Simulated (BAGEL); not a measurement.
# singlet [C3H7]−: levels of theory compared

Wanted: a comparison of 6 runs (HF/STO-3G, HF/3-21G, B3LYP/6-31G*, B3LYP/6-311+G**, PBE0/6-311+G**, RI-MP2/6-311+G**) of singlet [C3H7]−. 

The calculation is run with BAGEL 1.2.2.

2 further runs of the same task are left out: 2 set aside as unsound or not needed. Runs told in other sessions of the task aren't counted.

**1. Starting point**

[C3H7]−: 10 atoms, total charge -1, spin state singlet. As SMILES of the parent species, `C[CH]C`. The coordinates come from a PBE0-D4/def2-TZVP relaxation. That shape belongs to the parent species and isn't relaxed for this state.

Bond lengths: C1–C2 1.481 Å, C2–C3 1.481 Å, C1–H4 1.096 Å, C1–H5 1.092 Å, C1–H6 1.102 Å, C2–H7 1.084 Å, C3–H8 1.096 Å, C3–H9 1.092 Å, C3–H10 1.102 Å. Some angles: C1–C2–C3 120.7°, C1–C2–H7 119.0°, C3–C2–H7 119.0°, C2–C1–H4 111.4°, C2–C1–H5 112.2°, C2–C1–H6 111.9°, C2–C3–H8 111.4°, C2–C3–H9 112.2°, C2–C3–H10 111.9°, H4–C1–H5 108.1°.

**2. The energy at HF/STO-3G (density fitting with qzvpp-jkfit) (run 1)**

calc.json reads:

```json
{ "bagel" : [

{
  "title" : "molecule",
  "basis" : "sto-3g",
  "df_basis" : "qzvpp-jkfit",
  "angstrom" : true,
  "geometry" : [
    { "atom" : "C", "xyz" : [      -0.670800,       0.774700,      -0.789100 ] },
    { "atom" : "C", "xyz" : [       0.422000,      -0.150000,      -0.409900 ] },
    { "atom" : "C", "xyz" : [       0.462500,      -0.759500,       0.939200 ] },
    { "atom" : "H", "xyz" : [      -1.652400,       0.364700,      -0.523700 ] },
    { "atom" : "H", "xyz" : [      -0.672300,       0.993600,      -1.858600 ] },
    { "atom" : "H", "xyz" : [      -0.593400,       1.739600,      -0.262500 ] },
    { "atom" : "H", "xyz" : [       1.301400,      -0.211400,      -1.041000 ] },
    { "atom" : "H", "xyz" : [      -0.510700,      -1.180900,       1.217600 ] },
    { "atom" : "H", "xyz" : [       1.208800,      -1.552900,       1.010400 ] },
    { "atom" : "H", "xyz" : [       0.704900,      -0.018000,       1.717600 ] }
  ]
},

{ "title" : "hf", "charge" : -1 },

{ "title" : "print", "file" : "orbitals.molden", "orbitals" : true }

]}
```

Run with:

```bash
$ BAGEL_NUM_THREADS=1 BAGEL calc.json > calc.out
```

The log of the run:

```text
* using 1 threads per process

  ===============================================================
  ===============================================================

  *** Geometry ***

  { "atom" : "C", "xyz" : [     -1.267628,      1.463971,     -1.491183 ] },
  { "atom" : "C", "xyz" : [      0.797464,     -0.283459,     -0.774599 ] },
  { "atom" : "C", "xyz" : [      0.873998,     -1.435247,      1.774831 ] },
  { "atom" : "H", "xyz" : [     -3.122583,      0.689183,     -0.989650 ] },
  { "atom" : "H", "xyz" : [     -1.270463,      1.877632,     -3.512245 ] },
  { "atom" : "H", "xyz" : [     -1.121363,      3.287368,     -0.496053 ] },
  { "atom" : "H", "xyz" : [      2.459290,     -0.399488,     -1.967205 ] },
  { "atom" : "H", "xyz" : [     -0.965083,     -2.231578,      2.300931 ] },
  { "atom" : "H", "xyz" : [      2.284301,     -2.934556,      1.909379 ] },
  { "atom" : "H", "xyz" : [      1.332068,     -0.034015,      3.245794 ] },

  Number of auxiliary basis functions:      351

  Since a DF basis is specified, we compute 2- and 3-index integrals:
    o Being stored without compression. Storage requirement is 0.001 GB

  Number of basis functions:       22
  Number of electrons      :       25

    * METHOD: MOLECULE                             0.07

  *** RHF ***

  === Nuclear Repulsion ===
    75.7220751360

      * DIIS with orbital gradients will be used.

  === RHF iteration (sto-3g) ===
      0       -115.91829717          0.01980990           0.00
      1       -115.98431871          0.00333080           0.00
      2       -115.98715231          0.00095769           0.00
      3       -115.98743677          0.00016789           0.00
      4       -115.98744619          0.00004429           0.00
      5       -115.98744691          0.00000286           0.00
      6       -115.98744691          0.00000060           0.00
      7       -115.98744692          0.00000008           0.00
      8       -115.98744692          0.00000002           0.00
      9       -115.98744692          0.00000001           0.00
    * SCF iteration converged.

    * Permanent dipole moment:
           (    0.364188,    -0.124950,    -0.349656) a.u.

    * METHOD: HF                                   0.07

    * METHOD: PRINT                                0.00

  ===============================================================
```

Run time: 0.3 s. Hardware: 1 thread of Arm Neoverse V2, shared host.

**3. The energy at HF/3-21G (density fitting with qzvpp-jkfit) (run 2)**

job.json reads:

```json
{ "bagel": [

{
  "title": "molecule",
  "basis": "3-21g",
  "df_basis": "qzvpp-jkfit",
  "angstrom": "true",
  "geometry": [
    { "atom": "C", "xyz": [      -0.670800,       0.774700,      -0.789100 ] },
    { "atom": "C", "xyz": [       0.422000,      -0.150000,      -0.409900 ] },
    { "atom": "C", "xyz": [       0.462500,      -0.759500,       0.939200 ] },
    { "atom": "H", "xyz": [      -1.652400,       0.364700,      -0.523700 ] },
    { "atom": "H", "xyz": [      -0.672300,       0.993600,      -1.858600 ] },
    { "atom": "H", "xyz": [      -0.593400,       1.739600,      -0.262500 ] },
    { "atom": "H", "xyz": [       1.301400,      -0.211400,      -1.041000 ] },
    { "atom": "H", "xyz": [      -0.510700,      -1.180900,       1.217600 ] },
    { "atom": "H", "xyz": [       1.208800,      -1.552900,       1.010400 ] },
    { "atom": "H", "xyz": [       0.704900,      -0.018000,       1.717600 ] }
  ]
},

{
  "title": "hf",
  "charge": -1
},

{
  "title": "print",
  "file": "orbitals.molden",
  "orbitals": "true"
}

]}
```

Run with:

```bash
$ BAGEL_NUM_THREADS=1 BAGEL job.json > job.out
```

The log of the run:

```text
* using 1 threads per process

  ===============================================================
  ===============================================================

  *** Geometry ***

  { "atom" : "C", "xyz" : [     -1.267628,      1.463971,     -1.491183 ] },
  { "atom" : "C", "xyz" : [      0.797464,     -0.283459,     -0.774599 ] },
  { "atom" : "C", "xyz" : [      0.873998,     -1.435247,      1.774831 ] },
  { "atom" : "H", "xyz" : [     -3.122583,      0.689183,     -0.989650 ] },
  { "atom" : "H", "xyz" : [     -1.270463,      1.877632,     -3.512245 ] },
  { "atom" : "H", "xyz" : [     -1.121363,      3.287368,     -0.496053 ] },
  { "atom" : "H", "xyz" : [      2.459290,     -0.399488,     -1.967205 ] },
  { "atom" : "H", "xyz" : [     -0.965083,     -2.231578,      2.300931 ] },
  { "atom" : "H", "xyz" : [      2.284301,     -2.934556,      1.909379 ] },
  { "atom" : "H", "xyz" : [      1.332068,     -0.034015,      3.245794 ] },

  Number of auxiliary basis functions:      351

  Since a DF basis is specified, we compute 2- and 3-index integrals:
    o Being stored without compression. Storage requirement is 0.005 GB

  Number of basis functions:       41
  Number of electrons      :       25

    * METHOD: MOLECULE                             0.07

  *** RHF ***

  === Nuclear Repulsion ===
    75.7220751360

      * DIIS with orbital gradients will be used.

  === RHF iteration (3-21g) ===
      0       -116.72269992          0.03132630           0.01
      1       -116.84289943          0.01147911           0.01
      2       -116.86714622          0.00216786           0.01
      3       -116.86792615          0.00020354           0.01
      4       -116.86793739          0.00007755           0.01
      5       -116.86793908          0.00001293           0.01
      6       -116.86793921          0.00000397           0.01
      7       -116.86793923          0.00000061           0.01
      8       -116.86793923          0.00000019           0.01
      9       -116.86793923          0.00000007           0.01
     10       -116.86793923          0.00000003           0.01
     11       -116.86793923          0.00000001           0.01
    * SCF iteration converged.

    * Permanent dipole moment:
           (    0.270226,    -0.101345,    -0.267149) a.u.

    * METHOD: HF                                   0.16

    * METHOD: PRINT                                0.00

  ===============================================================
```

It took 0.4 s on 1 thread of Arm Neoverse V2, shared host.

Runs 3 to 5 aren't shown in full; the table further down has their settings and results.

**4. A single-point energy at RI-MP2/6-311+G(d,p) (density fitting with qzvpp-jkfit) (run 6)**

input.json reads:

```json
{ "bagel" : [

{
  "title" : "molecule",
  "basis" : "6-311+gss.json",
  "df_basis" : "qzvpp-jkfit",
  "angstrom" : true,
  "geometry" : [
    { "atom" : "C", "xyz" : [   -0.670800,    0.774700,   -0.789100 ] },
    { "atom" : "C", "xyz" : [    0.422000,   -0.150000,   -0.409900 ] },
    { "atom" : "C", "xyz" : [    0.462500,   -0.759500,    0.939200 ] },
    { "atom" : "H", "xyz" : [   -1.652400,    0.364700,   -0.523700 ] },
    { "atom" : "H", "xyz" : [   -0.672300,    0.993600,   -1.858600 ] },
    { "atom" : "H", "xyz" : [   -0.593400,    1.739600,   -0.262500 ] },
    { "atom" : "H", "xyz" : [    1.301400,   -0.211400,   -1.041000 ] },
    { "atom" : "H", "xyz" : [   -0.510700,   -1.180900,    1.217600 ] },
    { "atom" : "H", "xyz" : [    1.208800,   -1.552900,    1.010400 ] },
    { "atom" : "H", "xyz" : [    0.704900,   -0.018000,    1.717600 ] }
  ]
},
{ "title" : "hf", "charge" : -1 },
{ "title" : "mp2", "charge" : -1, "ncore" : 3 }

]}
```

The basis set 6-311+G** is read from a file made from the Basis Set Exchange's data (not shown).

Run with:

```bash
$ BAGEL_NUM_THREADS=1 BAGEL input.json > input.out
```

The log of the run:

```text
* using 1 threads per process

  ===============================================================
  ===============================================================

  *** Geometry ***

  { "atom" : "C", "xyz" : [     -1.267628,      1.463971,     -1.491183 ] },
  { "atom" : "C", "xyz" : [      0.797464,     -0.283459,     -0.774599 ] },
  { "atom" : "C", "xyz" : [      0.873998,     -1.435247,      1.774831 ] },
[... 6 lines of this table left out ...]
  { "atom" : "H", "xyz" : [      1.332068,     -0.034015,      3.245794 ] },

  Number of auxiliary basis functions:      351

  Since a DF basis is specified, we compute 2- and 3-index integrals:
    o Being stored without compression. Storage requirement is 0.033 GB

  Number of basis functions:      108
  Number of electrons      :       25

    * METHOD: MOLECULE                             0.14

  *** RHF ***

  === Nuclear Repulsion ===
    75.7220751360

      * DIIS with orbital gradients will be used.

  === RHF iteration (6-311+gss.json) ===
      0       -117.09912667          0.03562978           0.04
      1       -116.70258002          0.04243684           0.04
      2       -117.52865604          0.01087080           0.04
[... 15 lines of this table left out ...]
     18       -117.58192352          0.00000001           0.04
    * SCF iteration converged.

    * Permanent dipole moment:
           (    0.394230,    -0.279687,    -0.506766) a.u.

    * METHOD: HF                                   0.88

  *** RHF ***

  === Nuclear Repulsion ===
    75.7220751360

      * DIIS with orbital gradients will be used.

  === RHF iteration (6-311+gss.json) ===
      0       -117.58192352          0.00000001           0.04
    * SCF iteration converged.

    * Permanent dipole moment:
           (    0.394231,    -0.279688,    -0.506767) a.u.

  === DF-MP2 calculation ===

    * freezing 3 orbitals
    * 3-index integral transformation done
    * assembly done

      MP2 correlation energy:   -0.4863193598      0.04

      MP2 total energy:       -118.0682428804

    * METHOD: MP2                                  0.14

  ===============================================================
```

It took 1.3 s on 1 thread of Arm Neoverse V2, shared host.

**5. All runs side by side**

```
run                                                                 level  frozen core orbitals  energy (Eh)  HOMO energy (eV)  LUMO energy (eV)  HOMO–LUMO gap (eV)  wall time
  1                          HF/STO-3G (density fitting with qzvpp-jkfit)                     –  -115.987447              5.26             24.70               19.44      0.3 s
  2                           HF/3-21G (density fitting with qzvpp-jkfit)                     –  -116.867939              1.54             13.22               11.68      0.4 s
  3  B3LYP/6-31G* (density fitting with qzvpp-jkfit, spherical functions)                     –  -118.410990              4.25              8.37                4.13      4.5 s
  4                    B3LYP/6-311+G** (density fitting with qzvpp-jkfit)                     –  -118.488269              2.59              4.04                1.46      9.9 s
  5                     PBE0/6-311+G** (density fitting with qzvpp-jkfit)                     –  -118.322917              2.51              4.27                1.76        9 s
  6                   RI-MP2/6-311+G** (density fitting with qzvpp-jkfit)                     3  -118.068243                 –                 –                   –      1.3 s
```

**6. Outcome**

| quantity | value |
| --- | --- |
| run 6: total energy | -118.06824 Eh |
| run 6: correlation energy (3 core orbitals frozen) | -486.3 mEh |

What this shows: Over runs 1, 2, 3, 4, 5 the HOMO–LUMO gap runs from 1.46 eV (B3LYP/6-311+G**) to 19.44 eV (HF/STO-3G). The two ends differ in method and basis. The empty levels of an anion lie above zero and hang on the basis. Totals of different functionals can't be ranked against each other. In runs 1, 2, 3, 4, 5 the HOMO lies above zero, from self-interaction, a short basis or an electron that isn't bound. In run 1 the basis is minimal, so the values are rough. All runs together took 25 s, the longest 9.9 s.
